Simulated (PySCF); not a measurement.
Species: C4H6O.
Geometry (GFN2-xTB, Å), atoms numbered from 1 in this order:
```xyz
11
C4H6O angstrom
C      2.413    1.131    0.375
C      1.198    0.723    0.191
C     -0.034    0.346    0.005
O     -0.407   -0.969   -0.144
C     -1.786   -1.177   -0.298
H      2.833    1.247    1.362
H      3.063    1.378   -0.451
H     -0.832    1.081   -0.044
H     -1.920   -2.252   -0.415
H     -2.347   -0.837    0.581
H     -2.175   -0.667   -1.188
```

The computed photoelectron lines, unassigned: C 1s: 289.95 (area 1), 290.51 (area 1), 291.90 (area 1), 292.39 (area 1) eV; O 1s: 538.68 eV.

Level of theory: delta-SCF UKS SCAN, pcX-2 on the ionised atom, pcseg-1 elsewhere, spin-free X2C (PySCF). One conformer (not necessarily the lowest) at the GFN2-xTB geometry, without solvent, vibrations or thermal averaging.

(1) Assign the C 1s lines to atoms.

Answers

(1) 289.95 eV: C2 (central carbon of cumulated double bonds); 290.51 eV: C1 (outer carbon of cumulated double bonds); 291.90 eV: C3 (outer carbon of cumulated double bonds); 292.39 eV: C5 (methoxy carbon). Lowest listed C 1s: C2, bonded to 2 C (double bond). Highest, 2.44 eV above it: C5, bonded to O and 3 H. The widest gap between neighbouring values is 1.39 eV, between 290.51 and 291.90 eV. Summing the Pauling electronegativity differences to the bonded atoms, each weighted by its formal bond order, gives 0.00 for the lowest site and -0.16 for the highest; the largest sum, +0.54, belongs to C3, 0.49 eV below the top. The smallest sum, -0.70, belongs to C1, 0.56 eV above the lowest.

Bonded neighbours of each site: C1: C (double bond) and 2 H; C2: 2 C (double bond); C3: O, C (double bond) and H; O4: 2 C; C5: O and 3 H.

**Question.** Which photon wavelength matches the C 1s of C2 threshold?

**Answer.** λ = hc/E = 12398.42 eV Å / 289.95 eV = 42.761 Å.
